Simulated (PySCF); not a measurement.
## Atomic charges against the basis set

Compound: tetrafluoroethylene, C2F4.
SMILES with atom numbers: `[F:1][C:2]([F:3])=[C:4]([F:5])[F:6]`

PBE0 throughout (PySCF), one geometry, spherical d and f functions. Geometry: PBE0-D3(BJ)/def2-SVP; no solvent, vibrations or thermal averaging. Atoms taken as equivalent share a column and are averaged.

Mulliken charges (e):

| basis | functions | F1/F3/F5/F6 | C2/C4 |
| --- | --- | --- | --- |
| STO-3G | 30 | -0.072 | +0.143 |
| 6-31G | 54 | -0.260 | +0.520 |
| pcSseg-0 | 54 | -0.318 | +0.635 |
| 6-31G* | 84 | -0.265 | +0.530 |
| def2-SVP | 84 | -0.155 | +0.310 |
| cc-pVDZ | 84 | -0.123 | +0.246 |
| aug-cc-pVDZ | 138 | -0.419 | +0.839 |
| 6-311+G(2d,p) | 162 | -0.292 | +0.583 |
| cc-pVTZ | 180 | -0.114 | +0.228 |
| def2-TZVP | 186 | -0.140 | +0.281 |
| IGLO-III | 210 | -0.203 | +0.405 |

IAO charges (e):

```csv
basis,functions,F1/F3/F5/F6,C2/C4
STO-3G,30,-0.090,+0.179
6-31G,54,-0.208,+0.415
pcSseg-0,54,-0.203,+0.406
6-31G*,84,-0.227,+0.453
def2-SVP,84,-0.225,+0.451
cc-pVDZ,84,-0.225,+0.451
aug-cc-pVDZ,138,-0.234,+0.467
"6-311+G(2d,p)",162,-0.234,+0.468
cc-pVTZ,180,-0.234,+0.469
def2-TZVP,186,-0.236,+0.471
IGLO-III,210,-0.235,+0.470
```

Hirshfeld charges (e):

```csv
basis,functions,F1/F3/F5/F6,C2/C4
STO-3G,30,-0.030,+0.061
6-31G,54,-0.062,+0.123
pcSseg-0,54,-0.058,+0.116
6-31G*,84,-0.057,+0.113
def2-SVP,84,-0.057,+0.114
cc-pVDZ,84,-0.050,+0.101
aug-cc-pVDZ,138,-0.061,+0.121
"6-311+G(2d,p)",162,-0.061,+0.123
cc-pVTZ,180,-0.058,+0.116
def2-TZVP,186,-0.060,+0.121
IGLO-III,210,-0.061,+0.122
```

ESP-fitted charges (e):

```
        basis  functions  F1/F3/F5/F6   C2/C4
       STO-3G         30       -0.057  +0.114
        6-31G         54       -0.160  +0.320
     pcSseg-0         54       -0.158  +0.316
       6-31G*         84       -0.088  +0.177
     def2-SVP         84       -0.107  +0.214
      cc-pVDZ         84       -0.089  +0.178
  aug-cc-pVDZ        138       -0.104  +0.208
6-311+G(2d,p)        162       -0.100  +0.200
      cc-pVTZ        180       -0.092  +0.184
    def2-TZVP        186       -0.098  +0.195
     IGLO-III        210       -0.100  +0.199
```

Task: Which scheme is steadiest as the basis changes?

Result: Largest range over the bases for any column: Hirshfeld 0.06 e, ESP-fitted 0.21 e, IAO 0.29 e, Mulliken 0.70 e. Hirshfeld charges move least and Mulliken charges most, counted in e. Without the minimal STO-3G basis the ranges are Hirshfeld 0.02, ESP-fitted 0.14, IAO 0.07, Mulliken 0.61 e.

Task: How much do the charges still move between the two largest bases, def2-TZVP and IGLO-III?

Result: At most, over all atoms: Mulliken 0.125 e, IAO 0.001 e, Hirshfeld 0.002 e, ESP-fitted 0.004 e.

Task: What do the same runs give for the total energy and the frontier levels?

Result: 
```tsv
basis	energy (Eh)	HOMO (eV)	LUMO (eV)
STO-3G	-468.3884	-3.05	4.53
6-31G	-474.9193	-7.64	0.41
pcSseg-0	-473.9436	-7.75	0.28
6-31G*	-475.0422	-6.99	1.26
def2-SVP	-474.6924	-7.34	0.91
cc-pVDZ	-475.0802	-7.14	1.12
aug-cc-pVDZ	-475.1206	-7.53	0.17
6-311+G(2d,p)	-475.2135	-7.58	0.20
cc-pVTZ	-475.2382	-7.37	0.94
def2-TZVP	-475.2660	-7.46	0.85
IGLO-III	-475.2704	-7.53	0.76
```
